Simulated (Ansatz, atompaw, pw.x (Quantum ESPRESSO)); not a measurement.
hydrogen (H): does the PAW (atompaw) potential hold in the solid?

H, PAW, made with atompaw 4.2.0.5 (PBEsol, scalar-relativistic). Core none, reference 1s1. Waves: 1s (bound): rc 1.55 bohr; 1s channel at 2.75 Ry: rc 1.55 bohr; 2p channel at 0.25 Ry: rc 1.55 bohr. Local part: troulliermartins scheme with l = 2 at 0.5 Ry, radius 1.45 bohr. Core correction: none. Augmentation charge: sinc compensation charge, radius 1.40 bohr; PAW radius 1.55 bohr; waves and projectors: custom rrkj gramschmidtortho.

Atomic tests: cutoffs needed: 10 Ry and 18 Ry (the cutoffs (Ry, on a coarse ladder) from which the occupation-weighted sum of valence levels, in a spherical-Bessel basis at the reference potential, stays within 10 and 1 mRy of its value at 400 Ry); ghost test: no extra level below or beside the all-electron valence levels (s, p, d, f tested) (spherical-Bessel basis up to 400 Ry, 20 bohr box); lowest eigenvalue of the overlap operator: 0.63 (s channel).

Crystal test: sc H in pw.x 7.5, no spin, 18³ k-points, Fermi–Dirac smearing 0.01 Ry, cutoffs 40/400 Ry. The reference is all-electron LAPW (Ansatz 0.2.0) with the same functional, mesh and smearing; V0 and B0 come from Birch–Murnaghan fits to the pressures at five volumes. Errors are pseudo minus all-electron; Δ is the rms difference of the E(V) curves that follow from these fits, minima aligned, over ±6 % about the mean V0. Mesh and smearing are coarse, so the numbers serve the comparison and aren't converged zero-temperature values; the lattice is a test structure that the element need not adopt.

All-electron: a0 = 1.447 Å (V0 = 3.03 Å³/atom), B0 = 107.4 GPa.

How far does the potential miss the all-electron equation of state?

mean pressure error (GPa): -0.66; a0 (Å): 1.444; a0 error (%): -0.20; B0 error (%): +0.2; Δ (meV/atom): 0.4. The largest radius (1.55 bohr) exceeds half the bond length (1.36 bohr), so the spheres overlap, which is one possible source of error among others.

```json
{"V (Å³/atom)": "2.843", "P all-electron (GPa)": "7.51", "P pseudo (GPa)": "6.74"}
{"V (Å³/atom)": "2.918", "P all-electron (GPa)": "4.24", "P pseudo (GPa)": "3.53"}
{"V (Å³/atom)": "2.993", "P all-electron (GPa)": "1.30", "P pseudo (GPa)": "0.64"}
{"V (Å³/atom)": "3.068", "P all-electron (GPa)": "-1.34", "P pseudo (GPa)": "-1.96"}
{"V (Å³/atom)": "3.143", "P all-electron (GPa)": "-3.73", "P pseudo (GPa)": "-4.30"}
```

At the middle volume, how do free energy and pressure move when the wave cutoff is lowered (ecutrho held at 400 Ry)?

```tsv
cutoff (Ry)	shift of F (meV/atom)	shift of P (GPa)
18	+6.8	-0.16
24	+3.4	+0.08
32	+0.7	-0.06
```

The run at the middle volume (220 k-points, 5 iterations) took about 2 s on one core of a shared host (AMD EPYC 9B14, 90 threads, 708 GiB, load 14).
